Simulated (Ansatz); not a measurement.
CH2FNS (`N=C(F)S`) at its PBE0-D4/def2-TZVP geometry, where that method's forces vanish. Total charge 0; spin multiplicity 1.

| atom | x (Å) | y (Å) | z (Å) |
| --- | --- | --- | --- |
| N1 | 1.164 | -0.397 | -0.266 |
| C2 | 0.336 | 0.419 | 0.175 |
| F3 | 0.771 | 1.569 | 0.687 |
| S4 | -1.423 | 0.429 | 0.299 |
| H5 | 0.741 | -1.240 | -0.635 |
| H6 | -1.590 | -0.780 | -0.259 |

Problem. For each bond, give half the difference of the two atoms' forces along it (eV/Å; positive pushes the atoms apart) under PBE-D4, r2SCAN-D4, B3LYP-D4, ωB97M-V in def2-TZVPP. (Estimate.)

Solution. Computed: 
| bond | length (Å) | PBE-D4 | r2SCAN-D4 | B3LYP-D4 | ωB97M-V |
| --- | --- | --- | --- | --- | --- |
| N1–C2 | 1.243 | 0.58 | 0.22 | 0.00 | -0.11 |
| N1–H5 | 1.013 | 0.12 | -0.04 | -0.06 | -0.02 |
| C2–F3 | 1.332 | 0.55 | 0.29 | 0.36 | 0.28 |
| C2–S4 | 1.764 | -0.06 | -0.02 | 0.13 | 0.08 |
| S4–H6 | 1.341 | 0.26 | 0.02 | -0.03 | -0.11 |

B3LYP here is the variant with VWN-RPA as its local correlation; programs differ in this.
